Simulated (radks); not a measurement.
**S²⁺ in [Ne] 3s2 3p2: an all-electron calculation**

One table from this session's results is given with a row withheld; the runs are named, their logs left out.

Method: scalar-relativistic Kohn-Sham, PBE, spin-polarised, spherical densities, point nucleus; open shells are filled with parallel spins first. Code: radks (a radial shooting solver on a logarithmic mesh, Libxc functionals) version 1.

**The system**

| Quantity | Value |
| --- | --- |
| element | sulfur (Z = 16) |
| charge | +2 |
| electrons | 14 |
| configuration | [Ne] 3s2 3p2 |

The outer shells:

S²⁺
```
[Ne] core
3s [↑↓]
3p [↑ ][↑ ][  ]
```

The first run:

Input:

```text
Z 16
configuration [Ne] 3s2 3p2 4s0 3d0
relativity scalar-relativistic
functional pbe,pbe
spin polarised
nucleus point
c 137.035999084
```

Among the steps run: Self-consistent calculation.

One of the session's tables, all rows but one given; the rest of the session is left out.

It belongs to the step «Radial structure». From the orbitals of this run (lengths in bohr):

| level | <r> | outermost maximum (interpolated) | 90 % within | nodes |
| --- | --- | --- | --- | --- |
| 1s up | 0.09688 | 0.0633 | 0.173 | 0 |
| 1s down | 0.09687 | 0.0633 | 0.173 | 0 |
| 2s up | 0.4786 | 0.388 | 0.750 | 1 |
| 2s down | 0.4784 | 0.388 | 0.749 | 1 |
| 2p up | 0.4418 | 0.325 | 0.736 | 0 |
| 2p down | 0.4417 | 0.326 | 0.735 | 0 |
| 3s up | 1.574 | 1.37 | 2.34 | 2 |
| 3s down | 1.580 | 1.36 | 2.37 | 2 |
| 3p up | 1.754 | 1.49 | 2.66 | 1 |
| 3p down | 1.782 | 1.49 | 2.73 | 1 |
| 3d up | 2.328 | 1.83 | 3.73 | 0 |
| 4s up | 3.899 | 3.62 | 5.59 | 3 |
| 3d down | ? | ? | ? | ? |

Q: Estimate the row for 3d down from the others.

**Answer.** <r>: 2.493; outermost maximum (interpolated): 1.93; 90 % within: 4.03; nodes: 0. In the column «<r>» it lies between 3d up (2.328) and 4s up (3.899).

Caveats from the session: Open shells are spherical and high-spin; term and fine-structure splittings are not resolved.
